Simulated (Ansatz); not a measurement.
# C2H5NO2: the cost of one run

Method: RKS B3LYP/def2-SVP, in Ansatz 0.2.0.

### 1 The system as given

Bond lengths: N1–C2 1.386 Å, C2–O3 1.399 Å, O3–C4 1.429 Å, C4–O5 1.243 Å, N1–H6 1.039 Å, N1–H7 1.047 Å, C2–H8 1.075 Å, C2–H9 1.127 Å, C4–H10 1.029 Å. Angles: N1–C2–O3 107.5°, N1–C2–H8 111.1°, N1–C2–H9 107.6°, O3–C2–H8 107.8°, O3–C2–H9 110.5°, H8–C2–H9 112.3°, C2–N1–H6 112.4°, C2–N1–H7 109.4°, H6–N1–H7 101.1°, C2–O3–C4 115.4°, O3–C4–O5 120.8°, O3–C4–H10 110.5°, O5–C4–H10 128.7°.

As a file:

```xyz
10

N    -1.5387    0.8294    0.1980
C    -0.6109   -0.1991    0.1535
O     0.6180    0.3580   -0.2158
C     1.7155   -0.5560   -0.2637
O     1.5411   -1.7699   -0.0604
H    -1.2484    1.5965    0.8353
H    -1.5518    1.3269   -0.7231
H    -0.8776   -0.9278   -0.5902
H    -0.5471   -0.6450    1.1867
H     2.5830   -0.0641   -0.5172
```

### 2 Relaxing end A

Contents of input.yaml:

```yaml
crystal:
  periodic: [false, false, false]
  atoms:
    - { symbol: "N", position_ang: [-1.5387, 0.8294, 0.198] }
    - { symbol: C, position_ang: [-0.6109, -0.1991, 0.1535] }
    - { symbol: O, position_ang: [0.618, 0.358, -0.2158] }
    - { symbol: C, position_ang: [1.7155, -0.556, -0.2637] }
    - { symbol: O, position_ang: [1.5411, -1.7699, -0.0604] }
    - { symbol: H, position_ang: [-1.2484, 1.5965, 0.8353] }
    - { symbol: H, position_ang: [-1.5518, 1.3269, -0.7231] }
    - { symbol: H, position_ang: [-0.8776, -0.9278, -0.5902] }
    - { symbol: H, position_ang: [-0.5471, -0.645, 1.1867] }
    - { symbol: H, position_ang: [2.583, -0.0641, -0.5172] }
basis:
  gaussian: { orbitals: def2-SVP }
hamiltonian:
  xc: b3lyp
relax:
  f_tol: 0.02
  max_steps: 50
output:
  orbitals: {}
```

The run is started by

```
ansatz run input.yaml --threads 2 --pin off --max-ram 3072MiB --backend cpu --events-out ev --progress --plain --runs-dir out
```

What time and memory should one allow on 2 threads of Arm Neoverse V1, shared host?

About 19 s, with a peak of 0.19 GiB.
